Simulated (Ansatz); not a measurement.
**Changing the shape of HO₂, doublet**

Calculated in Ansatz's Gaussian-basis code. Settings: STO-3G; 2 core orbitals frozen; no relativity. A minimal or small basis: far from the basis limit. On stretched bonds single-reference methods can fail or change state.

Case A. A bond is stretched, to 1.73 times the sum of the covalent radii.

```tsv
atom	x (Å)	y (Å)	z (Å)
O	0.0000	0.0000	0.0000
H	0.0000	0.9400	-0.2400
O	0.0000	0.0000	2.2876
```

Case B. A bond is stretched, to 1.58 times the sum of the covalent radii.

| atom | x (Å) | y (Å) | z (Å) |
| --- | --- | --- | --- |
| O | 0.0000 | 0.0000 | 0.0000 |
| H | 0.0000 | 0.9400 | -0.2400 |
| O | 0.0000 | 0.0000 | 2.0881 |

Case C:

```xyz
3

O     0.0000    0.0000    0.0000
H     0.0000    1.0528   -0.2688
O     0.0000    0.0000    1.3300
```

Case D. A bond is stretched, to 2.77 times the sum of the covalent radii.

| atom | x (Å) | y (Å) | z (Å) |
| --- | --- | --- | --- |
| O | 0.0000 | 0.0000 | 0.0000 |
| H | 0.0000 | 2.6038 | -0.6648 |
| O | 0.0000 | 0.0000 | 1.3300 |

Case E. A bond is stretched, to 2.92 times the sum of the covalent radii.

```xyz
3

O     0.0000    0.0000    0.0000
H     0.0000    2.7448   -0.7008
O     0.0000    0.0000    1.3300
```

Case F. A bond is stretched, to 2.49 times the sum of the covalent radii.

```xyz
3

O     0.0000    0.0000    0.0000
H     0.0000    0.9400   -0.2400
O     0.0000    0.0000    3.2851
```

Energy less that of case A, in eV:

```json
{"case": "B", "RCCSD": "-0.159"}
{"case": "C", "RCCSD": "-2.344"}
{"case": "D", "RCCSD": "-0.554"}
{"case": "E", "RCCSD": "-0.564"}
{"case": "F", "RCCSD": "+0.126"}
```

What does full CI give for these differences?

B: -0.169 eV; C: -2.402 eV; D: -0.663 eV; E: -0.663 eV; F: +0.127 eV.

Which case is lowest, and do the methods agree?

C is lowest in full CI. Of the methods shown, RCCSD agrees.
